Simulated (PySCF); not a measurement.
ethylene (C₂H₄), SMILES C=C. Atoms are numbered in the order given.

```xyz
6

C      0.0000     0.0000    -0.6628
C      0.0000     0.0000     0.6628
H      0.0000    -0.9234    -1.2322
H      0.0000     0.9234    -1.2322
H      0.0000     0.9234     1.2322
H      0.0000    -0.9234     1.2322
```
Charge 0, spin multiplicity 1.

Geometry: r2SCAN-D4/def2-TZVP.

Calculation: PBE0/pcJ-1 run with PySCF.

Isotropic couplings with Fermi-contact, spin-dipole and both spin-orbit terms, one fixed conformer, no vibrational averaging. Isotopes: 13C, 1H.

Computed spin–spin coupling constants:
```csv
pair,bonds apart,J (Hz)
C1–C2,1,77.1
C1–H3,1,156.2
C1–H4,1,156.2
C2–H5,1,156.2
C2–H6,1,156.2
C1–H5,2,-3.2
C1–H6,2,-3.2
C2–H3,2,-3.2
C2–H4,2,-3.2
H3–H4,2,0.5
H5–H6,2,0.5
H3–H5,3,20.0
H3–H6,3,12.6
H4–H5,3,12.6
H4–H6,3,20.0
```
